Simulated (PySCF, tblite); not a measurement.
# Complex of Li+ and acetonitrile

A gas-phase complex of Li+ and acetonitrile; charge +1, singlet. The structure comes from a short search (6 tight-binding starts) and was relaxed by PBE0-D3(BJ)/def2-TZVPD; another way of binding may lie lower. No frequency run checks that it is a minimum.

Parts: 1 = Li+ ([Li+]), atoms 1, charge +1; 2 = acetonitrile (CC#N), atoms 2–7.

Coordinates in Å:
```
Li1    -0.485   -0.326   -0.252
C2     -0.328   -0.955   -4.670
C3     -0.390   -0.752   -3.247
N4     -0.441   -0.589   -2.112
H5     -0.940   -1.818   -4.942
H6     -0.704   -0.067   -5.182
H7      0.706   -1.136   -4.969
```

Contacts between parts, classed by geometry: Li1···N4 1.879 Å (ion contact).

Interaction energies are complex less parts, with the parts frozen as they stand in it; counterpoise-corrected, in kcal/mol (PySCF).

Problem. Give the interaction energy at each level run.

Solution. 
| level | interaction | superposition error removed |
| --- | --- | --- |
| wB97M-D3(BJ)/def2-TZVPD | -45.57 | -0.09 |
| PBE0-D3(BJ)/def2-TZVPD | -46.41 | -0.06 |

Problem. What holds them together? Decompose the wB97M-D3(BJ)/def2-TZVPD energy: frozen parts, their antisymmetrised product, then relaxation.

Solution. electrostatic -40.6, Pauli repulsion +14.9, orbital relaxation -19.4, dispersion correction -0.6 kcal/mol, which sum to the value before the counterpoise correction; the Pauli term holds the exchange-correlation of the frozen density too. Of the attraction, 67 % is electrostatic, 32 % is orbital relaxation, 1 % is dispersion correction.

The parts were also relaxed and run alone, at the levels used for the complex: shieldings by PBE0/pcSseg-2; core levels by delta-SCF with SCAN, pcX-2 on the ionised atom and pcseg-1 elsewhere, spin-free X2C.

Problem. What does binding change?

Solution. 
| property | alone | in the complex | change |
| --- | --- | --- | --- |
| shielding of Li1 (ppm) | 95.2 | 93.3 | -1.9 |
| shielding of N4 (ppm) | -34.6 | 35.5 | +70.1 |
| C3 1s core level (eV) | 292.62 | 298.32 | +5.70 |
| N4 1s core level (eV) | 405.32 | 410.62 | +5.30 |

The core-hole states of C3, N4 are spin-contaminated (⟨S²⟩ 0.82, 0.81 against 0.75 for a pure doublet), so those values and differences from them are less sure.
